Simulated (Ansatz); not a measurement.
**CH2Cl2 (singlet): from Hartree-Fock to the top rungs, 6-31G***

The task here is to estimate one member of a computed series from the others.

Method: 6-31G*, core rule «outside noble gas», up to 11 orbitals frozen; program: Ansatz 0.2.0, Gaussian basis.

The runs, in order: UHF; CCSD(T) on RHF; BCCD(T) on RHF; CISD; CCSDT(Q) on RHF; CASSCF and MRCISD+Q, 16 electrons in 12 orbitals; CASSCF and NEVPT2, 16 electrons in 12 orbitals.

14 further runs of the same task are left out: 1 that didn't finish, 13 set aside as unsound or not needed.

## The geometry

The geometry is an MP2(full)/6-31G* stationary point (not a proven minimum).

5 atoms, charge 0, spin multiplicity 1.

Atoms are counted from 1 here; the program's logs count them from 0.

Bond lengths: C1–Cl2 1.767 Å, C1–Cl3 1.767 Å, C1–H4 1.087 Å, C1–H5 1.087 Å. Angles: Cl2–C1–Cl3 113.0°, Cl2–C1–H4 108.3°, Cl2–C1–H5 108.3°, Cl3–C1–H4 108.3°, Cl3–C1–H5 108.3°, H4–C1–H5 110.8°.

Set-up of the first run:

File in.yaml:

```yaml
crystal:
  periodic: [false, false, false]
  atoms:
    - {symbol: C, position_ang: [0.000000, 0.000000, 0.799380]}
    - {symbol: Cl, position_ang: [0.000000, 1.474200, -0.175680]}
    - {symbol: Cl, position_ang: [0.000000, -1.474200, -0.175680]}
    - {symbol: H, position_ang: [-0.894585, 0.000000, 1.416562]}
    - {symbol: H, position_ang: [0.894585, 0.000000, 1.416562]}
basis:
  gaussian: {orbitals: "6-31G*"}
magnetization: {spin_polarized: true, initial_magnetization: 0}
hamiltonian: {xc: hf}
output: {orbitals: {seedname: orbitals}}
```

On the command line:

```bash
> ansatz run in.yaml --threads 1 --pin off --events-out ev --progress --plain --max-ram 3956MiB --backend cpu
```

Steps of the session up to this table: UHF; CCSD(T) on RHF; BCCD(T) on RHF; CISD; CCSDT(Q) on RHF; CASSCF and MRCISD+Q, 16 electrons in 12 orbitals; CASSCF and NEVPT2, 16 electrons in 12 orbitals.

One table of the session follows, with a row left open; its other results are not shown here.

| method | from RCCSDT(Q) (kcal/mol) |
| --- | --- |
| RHF | +275.34 |
| RMP2 | ? |
| CISD | +37.68 |
| RCCSD | +8.07 |
| RCCSD(T) | +0.85 |
| BCCD(T) | +0.81 |
| RCCSDT | +0.40 |
| RCCSDT(Q) | 0 |
| CASSCF valence | +217.40 |
| NEVPT2 valence | +40.57 |
| MRCISD valence | +23.47 |
| MRCISD+Q valence | +2.92 |

**Question.** Estimate the row for RMP2.

**Answer.** from RCCSDT(Q) (kcal/mol): +29.96. In the column «from RCCSDT(Q) (kcal/mol)» it lies between MRCISD valence (+23.47) and CISD (+37.68).
